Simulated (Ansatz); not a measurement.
# Si2H5 radical (SMILES [SiH2][SiH3]): one structure at several levels

The task here is to estimate one member of a computed series from the others.

The runs use Ansatz 0.2.0, Gaussian basis; single points in def2-TZVPP.

Correlated methods freeze the cores. Orbitals are unrestricted.

## The starting structure

7 atoms, charge 0, spin multiplicity 2.

Atoms are counted from 1 here; the program's logs count them from 0.

Bond lengths: Si1–Si2 2.292 Å, Si1–H3 1.593 Å, Si1–H4 1.598 Å, Si2–H6 1.457 Å, Si2–H7 1.381 Å. Angles: Si2–Si1–H3 135.5°, Si2–Si1–H4 122.5°, H3–Si1–H4 82.0°, Si1–Si2–H6 118.0°, Si1–Si2–H7 103.2°, H6–Si2–H7 107.0°.

Geometry (Å):

```
Si   -0.0905   -1.1634   -0.1257
Si    0.3580    1.0701    0.1275
H    -0.2958   -2.3994    0.8584
H    -1.4694   -1.6997   -0.7287
H     0.2564    1.4881   -1.6715
H    -0.3369    1.7908    1.1867
H     1.7020    1.0871    0.4437
```

The first run:

Input file run/in.yaml:

```yaml
crystal:
  periodic: [false, false, false]
  atoms:
    - {symbol: Si, position_ang: [-0.090500, -1.163400, -0.125700]}
    - {symbol: Si, position_ang: [0.358000, 1.070100, 0.127500]}
    - {symbol: H, position_ang: [-0.295800, -2.399400, 0.858400]}
    - {symbol: H, position_ang: [-1.469400, -1.699700, -0.728700]}
    - {symbol: H, position_ang: [0.256400, 1.488100, -1.671500]}
    - {symbol: H, position_ang: [-0.336900, 1.790800, 1.186700]}
    - {symbol: H, position_ang: [1.702000, 1.087100, 0.443700]}
basis:
  gaussian: {orbitals: def2-TZVPP}
magnetization: {spin_polarized: true, initial_magnetization: 1}
correlation: {method: ccsd_t}
scf: {omitted_lower_state_checks: [cluster_reference]}
output: {forces: true}
```

Started as:

```sh
$ ansatz run in.yaml --threads 4 --pin off --events-out ev --progress --plain --max-ram 5222MiB
```

Steps of the session up to this table: CCSD(T)/def2-TZVPP; PBE0-D4/def2-TZVPP; wB97M-V/def2-TZVPP; r2SCAN-D4/def2-TZVPP; PBE-D4/def2-TZVPP; wB97X-V/def2-TZVPP; CAM-B3LYP-D4/def2-TZVPP.

One of the session's tables, all rows but one given; the rest of the session is left out.

```
      method  RMS force component (eV/Å)  angle to CCSD(T) forces (°)  dipole (D)
     CCSD(T)                       1.524                    reference        1.41
     PBE0-D4                       1.497                          2.7        1.38
     wB97M-V                       1.535                          1.9        1.45
   r2SCAN-D4                       1.496                          2.8        1.38
      PBE-D4                           ?                            ?           ?
     wB97X-V                       1.573                          1.4        1.45
CAM-B3LYP-D4                       1.520                          1.6        1.45
```

Q: Estimate the row for PBE-D4 from the others.

As computed: RMS force component (eV/Å): 1.429; angle to CCSD(T) forces (°): 6.3; dipole (D): 1.34. In the column «RMS force component (eV/Å)» it is the lowest.
